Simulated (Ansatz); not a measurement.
Reaction (formal loss of a carbene): `CC(O)(Cl)CF` → `[CH]F` + `CC(O)Cl`

Gas-phase electronic energies from Ansatz, PBE0-D4/def2-TZVP geometries. CCSD(T)/CBS is the MP2 limit (def2-TZVPP, def2-QZVPP) plus CCSD(T) − MP2 in def2-TZVPP, frozen cores. This one scheme is used for every species. Functionals use def2-TZVPP. B3LYP here is the variant with VWN-RPA as its local correlation; programs differ in this. HSE06 is defined as in plane-wave codes. One conformer a species, not always the lowest.

```
       level  ΔE (kJ/mol)  difference from CCSD(T)/CBS
 LDA (SPW92)        456.7                         69.8
   r2SCAN-D4        407.2                         20.3
    B3LYP-D4        381.0                         -5.9
  r2SCAN0-D4        411.9                         25.0
     ωB97X-V        391.8                          4.9
      B2PLYP        380.3                         -6.6
        BLYP        348.2                        -38.7
        PBE0        398.9                         12.0
       HSE06        398.9                         12.0
MP2/def2-SVP        419.9                         33.0
 CCSD(T)/CBS        386.9                            0
```

Largest T1 diagnostic among the species: 0.018.

From r2SCAN to r2SCAN0 (25 % exact exchange), in def2-TZVPP and without D4, ΔE moves by +4.3 kJ/mol. In def2-TZVPP, CCSD(T) changes the Hartree–Fock value by +46.9 kJ/mol (the triples alone add +4.1 kJ/mol) and MP2 by +75.7 kJ/mol. The D4 term adds +14.5 kJ/mol with B3LYP and +7.8 kJ/mol with PBE0; it sums over pairs of atoms, weighted by their polarisabilities, and B3LYP, whose exchange is more repulsive, gets the larger term.

CCSD(T)/CBS has its own doubt, a few kJ/mol and more with outer-core shells, so smaller differences from it don't rank the levels.
